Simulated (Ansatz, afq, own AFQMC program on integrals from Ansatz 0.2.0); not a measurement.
GeHO⁺, triplet in cc-pVDZ, levels against CCSDT(Q)

```json
{"atom": "Ge", "x (Å)": "0.0000", "y (Å)": "0.0134", "z (Å)": "0.3432"}
{"atom": "O", "x (Å)": "0.0000", "y (Å)": "-0.1072", "z (Å)": "-1.4387"}
{"atom": "H", "x (Å)": "0.0000", "y (Å)": "0.7369", "z (Å)": "-1.8995"}
```

Connectivity, by distances: Ge–OH.

Basis cc-pVDZ. Only valence electrons are correlated. AFQMC by an in-house program on the Cholesky factors that Ansatz 0.2.0 writes for its CCSD(T) run. The CISD trial takes its coefficients from CCSD amplitudes. Released means that phaseless walkers are propagated on without the constraint, phases kept. Error bars are statistical, one sigma. No spin–orbit coupling.

Determinant: UHF, the one that the program's search chose, which needn't be the lowest solution. The geometry is a PBE0/def2-TZVP stationary point of this or a neighbouring charge and spin state.

No full CI on the walks' own integrals is used here; CCSDT(Q) serves as the reference and is uncertain by about the last step of the cluster series.

Cautions: no relativity below Rb; no spin-orbit coupling; inner d shell frozen; lower spins were not checked.

The T1 diagnostic is 0.0383. The weight of the determinant in the CISD state is 0.880, the ⟨S²⟩ of the determinant is 2.047 and the size of the correlated space is 10 electrons in 31 orbitals.

Reference: CCSDT(Q), correlation energy -6.757 eV. The released energy is read at 1.50 1/Eh (meV from the phaseless value at times in 1/Eh: -11 ± 14 at 0.24, -8 ± 19 at 0.50, -9 ± 15 at 1.00, -18 ± 18 at 1.50).

```tsv
level	E − E(reference) (kJ/mol)	share of correlation (%)
HF	651.9	0.00
MP2	84.1	87.10
CCSD	23.4	96.41
CCSD(T)	6.0	99.08
CCSDT	2.7	99.59
ph-AFQMC/CISD	3.0 ± 1.3	99.54
released AFQMC	1.3 ± 1.7	99.80
```

A walk keeps the symmetry of its determinant, which the program's search chose and which needn't be the lowest solution, so a lower state of the same spin and another symmetry isn't excluded. Released energies are given only where the last usable release times agree within the noise; a slower fall can still hide under it.
